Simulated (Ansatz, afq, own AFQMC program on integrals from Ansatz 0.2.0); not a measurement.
**CH₅Si, doublet: AFQMC among the cluster methods**

```yaml
atoms:
  - { symbol: Si, position_ang: [0.0000, 0.0021, 0.6743] }
  - { symbol: C, position_ang: [0.0000, -0.0027, -1.5247] }
  - { symbol: H, position_ang: [0.0000, 1.3974, 1.1851] }
  - { symbol: H, position_ang: [-1.1990, -0.7046, 1.2072] }
  - { symbol: H, position_ang: [1.1990, -0.7046, 1.2072] }
  - { symbol: H, position_ang: [0.0000, 0.9070, -2.1156] }
  - { symbol: H, position_ang: [0.0000, -0.9215, -2.1031] }
```

Basis 6-31G. Only valence electrons are correlated. Integrals, coupled cluster, full CI and functionals: Ansatz 0.2.0; the random walks run on the same integrals in our own AFQMC program. ph-AFQMC/CISD is guided by a CISD state made of CCSD amplitudes; releasing the constraint for a short imaginary time cuts its bias at the price of noise, slowly where states lie close. ± is one standard error of the sampling.

Determinant: UHF, the one that the program's search chose, which needn't be the lowest solution. The geometry is a point of a scan.

No full CI on the walks' own integrals is used here; CCSDT(Q) serves as the reference and is uncertain by about the last step of the cluster series.

* T1 diagnostic: 0.0129
* weight of the determinant in the CISD state: 0.898
* ⟨S²⟩ of the determinant: 0.782
* size of the correlated space: 13 electrons in 26 orbitals

Reference: CCSDT(Q), correlation energy -4.621 eV. The released energy is read at 2.40 1/Eh (meV from the phaseless value at times in 1/Eh: 0 ± 9 at 0.24, -4 ± 8 at 0.51, -4 ± 8 at 0.99, -4 ± 8 at 1.62, -1 ± 9 at 2.40).

| level | E − E(reference) (mEh) | share of correlation (%) |
| --- | --- | --- |
| HF | 169.84 | 0.00 |
| MP2 | 40.22 | 76.32 |
| CCSD | 3.81 | 97.76 |
| CCSD(T) | 0.92 | 99.46 |
| CCSDT | 0.19 | 99.89 |
| ph-AFQMC/CISD | 0.10 ± 0.33 | 99.94 |
| released AFQMC | 0.06 ± 0.33 | 99.96 |

A walk keeps the symmetry of its determinant, which the program's search chose and which needn't be the lowest solution, so a lower state of the same spin and another symmetry isn't excluded. Released energies are given only where the last usable release times agree within the noise; a slower fall can still hide under it.
